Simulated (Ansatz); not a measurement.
Process, species as SMILES: [H][H] (H2) → 2 H atom
B3LYP-D3(BJ)/def2-TZVP geometries, fixed; electronic energies without zero-point terms.
Largest species:
```
H
H 1 0.7440
```

Energies in hartree at MP2 with Ansatz (a program for electronic structure); the bond dissociation energy is their sum with the coefficients shown, times 627.509 kcal/mol a hartree. All functions are spherical. Open shells are unrestricted. No added dispersion term, no relativity.

```
species      coefficient          part   cc-pVDZ   cc-pVTZ   cc-pVQZ
-----------  -----------  ------------  --------  --------  --------
[H][H] (H2)           -1  Hartree-Fock  -1.12874  -1.13293  -1.13342
[H][H] (H2)           -1   correlation  -0.02641  -0.03169  -0.03312
H atom                +2  Hartree-Fock  -0.49928  -0.49981  -0.49995
```

Q: Predict the bond dissociation energy in cc-pV5Z (X = 5): let each Hartree-Fock step shrink by the ratio of the last two, and fit each correlation energy at X = 3 and 4 to E + A/X^3. Compare with the run.

A: 
- [H][H] (H2): steps -0.00419 and -0.00049, ratio 0.117, so Hartree-Fock -1.13348 (run: -1.13357); A = (-0.03169 - (-0.03312))/(1/27 - 1/64) = 0.0668, correlation -0.03312 - A/64 + A/125 = -0.03363 (run: -0.03367).
- H atom: steps -0.00053 and -0.00014, ratio 0.264, so Hartree-Fock -0.49999 (run: -0.49999).
Predicted 104.88 kcal/mol; the run in cc-pV5Z gives 104.96, a miss of -0.08. Keeping the value in cc-pVQZ, 104.57, would miss by -0.39. All sums are of the energies as printed.
